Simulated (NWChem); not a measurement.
Everything below was run with NWChem. System: CH2F2, charge 0, spin multiplicity 1, displaced from the optimised geometry. Level: RHF/cc-pVDZ, spin-restricted.

Job file:

```
start mol
memory heap 200 mb stack 900 mb global 1100 mb
geometry units angstroms nocenter noautoz noautosym
  F      1.095795     0.000000     0.287172
  C      0.000000     0.000000    -0.490991
  F     -1.095795     0.000000     0.287172
  H      0.000000    -0.913695    -1.111578
  H      0.000000     1.142119    -1.266725
end
basis spherical
  * library cc-pvdz
end
scf
  rhf
  nopen 0
  maxiter 100
  thresh 1e-7
  semidirect memsize 60000000 filesize 0
end
task scf energy
```

Part of the output:

```
             Northwest Computational Chemistry Package (NWChem) 7.3.0
             --------------------------------------------------------

                                NWChem Input Module
                                -------------------

 Scaling coordinates for geometry "geometry" by  1.889725989
 (inverse scale =  0.529177249)

                             Geometry "geometry" -> ""
                             -------------------------

 Output coordinates in angstroms (scale by  1.889725989 to convert to a.u.)

  No.       Tag          Charge          X              Y              Z
 ---- ---------------- ---------- -------------- -------------- --------------
    1 F                    9.0000     1.09579500     0.00000000     0.28717200
    2 C                    6.0000     0.00000000     0.00000000    -0.49099100
    3 F                    9.0000    -1.09579500     0.00000000     0.28717200
    4 H                    1.0000     0.00000000    -0.91369500    -1.11157800
    5 H                    1.0000     0.00000000     1.14211900    -1.26672500

 Effective nuclear repulsion energy (a.u.)      76.5742972701

            Nuclear Dipole moment (a.u.)
            ----------------------------
        X                 Y               Z
 ---------------- ---------------- ----------------
     0.0000000000     0.4316587692    -0.2931966563


 Summary of "ao basis" -> "" (spherical)
 ------------------------------------------------------------------------------
       Tag                 Description            Shells   Functions and Types
 ---------------- ------------------------------  ------  ---------------------
 *                          cc-pvdz                   on all atoms

 Summary of "ao basis" -> "ao basis" (spherical)
 ------------------------------------------------------------------------------
       Tag                 Description            Shells   Functions and Types
 ---------------- ------------------------------  ------  ---------------------
 F                          cc-pvdz                  6       14   3s2p1d
 C                          cc-pvdz                  6       14   3s2p1d
 H                          cc-pvdz                  3        5   2s1p

                                 NWChem SCF Module
                                 -----------------

  ao basis        = "ao basis"
  functions       =    52
  atoms           =     5
  closed shells   =    13
  open shells     =     0
  charge          =   0.00
  wavefunction    = RHF
  use symmetry    = F
  symmetry adapt  = F

 Summary of "ao basis" -> "ao basis" (spherical)
 ------------------------------------------------------------------------------
       Tag                 Description            Shells   Functions and Types
 ---------------- ------------------------------  ------  ---------------------
 F                          cc-pvdz                  6       14   3s2p1d
 C                          cc-pvdz                  6       14   3s2p1d
 H                          cc-pvdz                  3        5   2s1p

 Forming initial guess at       0.0s

      Superposition of Atomic Density Guess
      -------------------------------------

 Sum of atomic energies:        -237.43243648

      Non-variational initial energy
      ------------------------------

 Total energy =    -238.092742
 1-e energy   =    -482.089964
 2-e energy   =     167.422925
 HOMO         =      -0.342977
 LUMO         =       0.115338

 Starting SCF solution at       0.2s

 ----------------------------------------------
         Quadratically convergent ROHF

 Convergence threshold     :          1.000E-07
 Maximum no. of iterations :          100
 Final Fock-matrix accuracy:          1.000E-09
 ----------------------------------------------

              iter       energy          gnorm     gmax       time
             ----- ------------------- --------- --------- --------
                 1     -237.8028480433  1.14D+00  3.77D-01      0.2
                 2     -237.8701905602  2.49D-01  6.81D-02      0.2
                 3     -237.8754659268  1.75D-02  5.24D-03      0.2
                 4     -237.8755049109  1.21D-04  2.59D-05      0.3
                 5     -237.8755049122  3.77D-09  1.22D-09      0.3

       Final RHF  results
       ------------------

         Total SCF energy =   -237.875504912155
      One-electron energy =   -482.919667654481
      Two-electron energy =    168.469865472215
 Nuclear repulsion energy =     76.574297270110

        Time for solution =      0.1s

             Final eigenvalues
             -----------------

              1
    1  -26.3186
    2  -26.3186
    3  -11.4378
    4   -1.6721
    5   -1.6101
    6   -0.9508
    7   -0.7770
    8   -0.7603
    9   -0.7512
   10   -0.6663
   11   -0.6322
   12   -0.6068
   13   -0.4881
   14    0.1624
   15    0.2248
   16    0.3060
   17    0.3545
   18    0.6415
   19    0.6865
   20    0.6984
   21    0.7191
   22    0.7830
   23    0.9927

                       ROHF Final Molecular Orbital Analysis
                       -------------------------------------

 Vector   11  Occ=2.000000D+00  E=-6.321873D-01
              MO Center=  6.8D-14,  3.2D-04,  2.5D-01, r^2= 1.7D+00
   Bfn.  Coefficient  Atom+Function         Bfn.  Coefficient  Atom+Function
  ----- ------------  ---------------      ----- ------------  ---------------
     4      0.399584  1 F  px                32      0.399584  3 F  px
     7      0.277872  1 F  px                35      0.277872  3 F  px
     6     -0.273572  1 F  pz                34      0.273572  3 F  pz
     9     -0.192720  1 F  pz                37      0.192720  3 F  pz

 Vector   12  Occ=2.000000D+00  E=-6.068006D-01
              MO Center=  7.6D-14, -8.9D-02, -2.0D-01, r^2= 1.8D+00
   Bfn.  Coefficient  Atom+Function         Bfn.  Coefficient  Atom+Function
  ----- ------------  ---------------      ----- ------------  ---------------
     6      0.370328  1 F  pz                34      0.370328  3 F  pz
     9      0.267966  1 F  pz                37      0.267966  3 F  pz
    20     -0.264885  2 C  pz                43      0.246057  4 H  s
    17      0.155887  2 C  s

 Vector   13  Occ=2.000000D+00  E=-4.880619D-01
              MO Center=  1.9D-14,  3.4D-01, -6.5D-01, r^2= 1.8D+00
   Bfn.  Coefficient  Atom+Function         Bfn.  Coefficient  Atom+Function
  ----- ------------  ---------------      ----- ------------  ---------------
    19      0.351089  2 C  py                48      0.348396  5 H  s
     5     -0.268387  1 F  py                33     -0.268387  3 F  py
    43     -0.243142  4 H  s                 49      0.215733  5 H  s
     8     -0.211122  1 F  py                36     -0.211122  3 F  py

 Vector   14  Occ=0.000000D+00  E= 1.624025D-01
              MO Center=  1.4D-14,  5.7D-01, -1.3D+00, r^2= 3.4D+00
   Bfn.  Coefficient  Atom+Function         Bfn.  Coefficient  Atom+Function
  ----- ------------  ---------------      ----- ------------  ---------------
    17      1.452221  2 C  s                 49     -1.285384  5 H  s
    44     -0.891917  4 H  s                 23     -0.578612  2 C  pz
    22      0.245795  2 C  py                20     -0.234664  2 C  pz
    19      0.173624  2 C  py

 Vector   15  Occ=0.000000D+00  E= 2.247836D-01
              MO Center= -1.8D-15, -6.9D-01, -1.3D+00, r^2= 3.4D+00
   Bfn.  Coefficient  Atom+Function         Bfn.  Coefficient  Atom+Function
  ----- ------------  ---------------      ----- ------------  ---------------
    44      2.049152  4 H  s                 22      1.124807  2 C  py
    49     -0.899328  5 H  s                 17     -0.850439  2 C  s
    19      0.391902  2 C  py                23      0.244696  2 C  pz

 Vector   16  Occ=0.000000D+00  E= 3.059540D-01
              MO Center= -1.3D-13, -1.3D-03, -6.9D-01, r^2= 2.3D+00
   Bfn.  Coefficient  Atom+Function         Bfn.  Coefficient  Atom+Function
  ----- ------------  ---------------      ----- ------------  ---------------
    21      1.304614  2 C  px                 3     -0.651982  1 F  s
    31      0.651982  3 F  s                 18      0.335991  2 C  px
     9      0.313135  1 F  pz                37     -0.313135  3 F  pz
     6      0.186401  1 F  pz                34     -0.186401  3 F  pz

 center of mass
 --------------
 x =   0.00000000 y =   0.00836408 z =   0.09529249

 moments of inertia (a.u.)
 ------------------
          38.965793178482           0.000000000000           0.000000000000
           0.000000000000         194.201016614226           1.593014750110
           0.000000000000           1.593014750110         170.626476696758

  Mulliken analysis of the total density
  --------------------------------------

    Atom       Charge   Shell Charges
 -----------   ------   -------------------------------------------------------
    1 F    9     9.29   2.00  0.90  1.01  3.33  2.04  0.01
    2 C    6     5.53   2.00  0.69  0.37  1.75  0.51  0.21
    3 F    9     9.29   2.00  0.90  1.01  3.33  2.04  0.01
    4 H    1     0.95   0.77  0.15  0.03
    5 H    1     0.95   0.65  0.28  0.02

       Multipole analysis of the density wrt the origin
       ------------------------------------------------

     L   x y z        total         open         nuclear
     -   - - -        -----         ----         -------
     0   0 0 0     -0.000000      0.000000     26.000000

     1   1 0 0     -0.000000      0.000000      0.000000
     1   0 1 0     -0.097632      0.000000      0.431659
     1   0 0 1     -0.759044      0.000000     -0.293197

     2   2 0 0    -14.245901      0.000000     77.184271
     2   1 1 0     -0.000000      0.000000      0.000000
     2   1 0 1     -0.000000      0.000000      0.000000
     2   0 2 0    -11.268562      0.000000      7.639486
     2   0 1 1      0.099258      0.000000     -1.539512
     2   0 0 2    -11.332715      0.000000     20.608792

 Task  times  cpu:        0.3s     wall:        0.3s

 Total times  cpu:        0.3s     wall:        0.3s
```
